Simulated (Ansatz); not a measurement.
The same path of BH3 + H (5 atoms, charge 0, multiplicity 2) was run twice with different band settings. Lost on the way: B1–H2. Made: H2–H5.

All numbers below come from UKS revPBE/def2-SVP (Ansatz 0.2.0).

Relaxed end points:

```xyz
5
Properties=species:S:1:pos:R:3
B 0.000 0.000 -0.415
H 0.000 0.000 0.800
H 1.052 0.000 -1.022
H -1.052 0.000 -1.022
H 0.000 0.000 4.309
```

```xyz
5
Properties=species:S:1:pos:R:3
B 0.000 0.000 -0.859
H 0.000 0.000 2.753
H 1.095 0.000 -1.382
H -1.095 0.000 -1.382
H 0.000 0.000 3.520
```

Common settings: movable images 7; climbing image yes; spring 5.0 eV/Å²; start path through a guess of the saddle point; force threshold 0.05 eV/Å; iteration limit 60; end points relaxed.

| run | optimiser | largest step |
| --- | --- | --- |
| 1 | quadratic models (default) | default |
| 2 | fire | 0.02 Å |

Task: What does each run give, and how far can it be trusted?

Result: Run 1: converged after 6 iterations, highest image 0.302 eV above the first end. A vibrational analysis at the climbing image gives 2 clearly imaginary modes (1114i, 778i cm⁻¹): a point of higher order, so a lower path passes nearby.
Run 2: converged after 24 iterations, highest image 0.302 eV above the first end. Another band between the same ends (7 images) ends at a top of the same energy, where a vibrational analysis finds 2 clearly imaginary modes.
